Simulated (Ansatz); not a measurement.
CH5Si2+: where a starting geometry ends

The starting geometry of this gas-phase singlet was optimised with GFN2-xTB; its bonds are those of `[SiH]C[SiH2+]`.

```xyz
8

C    -0.1980   -0.9694   -0.5282
Si    0.6370    0.5812    0.0224
Si    0.4494   -2.6263    0.4491
H     1.8926    1.0277   -0.5625
H    -0.0519   -1.1622   -1.5945
H     0.1454    1.3563    1.1523
H     1.3966   -1.8986    1.3510
H    -1.2799   -0.9287   -0.3731
```

Question: Predict what becomes of its bonds when it is optimised with B3LYP-D3(BJ)/def2-SVP.

Answer: A new bond forms, giving a structure with H7 bridging Si3 and Si2, given below by its coordinates. Distances that change by over a tenth: Si2–Si3 (3.24 → 2.63 Å), Si3–H7 (1.50 → 1.81 Å). Contacts that close: Si2–H7 (2.91 → 1.66 Å).

The energy falls by 0.73 eV over 12 steps:

```tsv
step	E − E(last) (eV)
1	0.733
2	0.542
3	0.417
5	0.095
6	0.031
7	0.003
8	0.001
10	0.000
11	0.000
12	0.000
```

Final geometry (Å):

| atom | x (Å) | y (Å) | z (Å) |
| --- | --- | --- | --- |
| C | -0.3045 | -1.0239 | -0.6203 |
| Si | 0.7828 | 0.2094 | 0.2556 |
| Si | 0.4647 | -2.3947 | 0.4387 |
| H | 1.9878 | 0.6799 | -0.4548 |
| H | -0.1288 | -1.1642 | -1.7029 |
| H | 0.1657 | 1.0276 | 1.3176 |
| H | 1.4187 | -1.0312 | 1.1526 |
| H | -1.3953 | -0.9228 | -0.4699 |

The end wasn't checked by frequencies. Run with Ansatz 0.2.0, 41 s on 1 thread of Intel(R) Xeon(R) Processor @ 2.50GHz (Skylake/Cascade Lake), with other jobs on the host.
